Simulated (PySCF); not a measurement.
# H3N2P: the cost of one run

Programs: PySCF 2.14.0. All values are calculated, for the isolated system unless a continuum is named. Atoms count from 0, parts from 1.

### Step 1. Starting point

6 atoms, charge 0, multiplicity 1; geometry: GFN2-xTB. Parts: 1 = atoms 0–3, `P`, charge 0; 2 = atoms 4–5, `N#N`, charge 0.

### Step 2. Optimising the geometry at PBE0-D3(BJ)/def2-TZVPD

What the job is given:

```
{"job": {"xc": "PBE0", "basis": "def2-TZVPD", "d3": "d3bj", "grid": 3, "kind": "geom", "shake": 0.01}, "charge": 0, "multiplicity": 1, "parts": [{"atoms": "0-3", "charge": 0, "multiplicity": 1}, {"atoms": "4-5", "charge": 0, "multiplicity": 1}]}
P      0.268901    -0.041595     0.746285
H     -0.428501     0.991257     0.021367
H      1.034866    -0.358157    -0.336464
H     -0.668987    -0.971636     0.439356
N      1.697590    -1.674617     2.727758
N      1.233587    -1.584803     1.733484
```

Command:

```bash
$ OMP_NUM_THREADS=1 python cluster_run.py task.json out
```

This one command runs all jobs of the session in turn.

Q: Estimate the wall time and peak memory of this first job on 1 thread of Arm Neoverse V1, shared host.

About 55 s, with a peak of 0.59 GiB.
